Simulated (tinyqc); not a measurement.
Starting guesses with DIIS over 6 matrices: SCF starting guesses in the sto-3g basis, for Li2+, spin multiplicity 2. Computed by the program tinyqc with PySCF. UHF with one setting changed at a time; a run stops when the energy changes by less than 1e-09 hartree and the error matrix is below 1e-5. Starts: the lowest orbitals of the core Hamiltonian, of the Wolfsberg-Helmholz matrix (K = 1.75), projected atomic densities, random orbitals, and the highest orbitals of the core Hamiltonian (a deliberately bad start).

Geometry (angstrom):
```
atom,x,y,z
Li,0.0000,0.0000,0.0000
Li,0.0000,0.0000,5.3090
```

lowest solution found by these runs and by PySCF with stability checks = -14.468399 hartree

Largest element of the error matrix X^T (FDS - SDF) X:
```
iteration,core,Wolfsberg-Helmholz,atomic densities,random,highest core orbitals
1,1.2e-01,3.1e-02,1.4e-02,7.2e-01,1.4e-02
2,1.6e-02,1.8e-02,2.4e-02,1.2e-01,1.1e-01
3,9.8e-03,1.2e-02,1.8e-02,2.4e-02,1.1e-01
4,1.3e-03,1.5e-03,3.5e-03,1.4e-02,1.1e-01
5,3.7e-05,3.7e-04,1.1e-03,3.6e-03,1.2e-01
6,1.8e-06,5.1e-06,2.6e-04,2.8e-03,1.0e-01
8,-,-,2.2e-07,2.5e-04,1.9e-02
10,-,-,-,8.3e-06,4.2e-04
```

How each run ends:
```
run,iterations,E (hartree),state
core,7,-14.441443,higher
Wolfsberg-Helmholz,7,-14.468399,lowest found
atomic densities,9,-14.468399,lowest found
random,12,-14.468399,lowest found
highest core orbitals,12,-14.376654,higher
```

What does the comparison show, and why?

3 of 5 runs reach the lowest solution found, in 7 to 12 iterations (fastest: Wolfsberg-Helmholz). Ending on a higher stationary point: core, highest core orbitals; a small error matrix cannot reveal that, and an occupation fixed by the start is kept by symmetry or by the shape of the basin. The first errors are 1e-01, 3e-02, 1e-02, 7e-01, 1e-02; the deliberately bad start has the smallest one, so a small first error does not mark a good start.
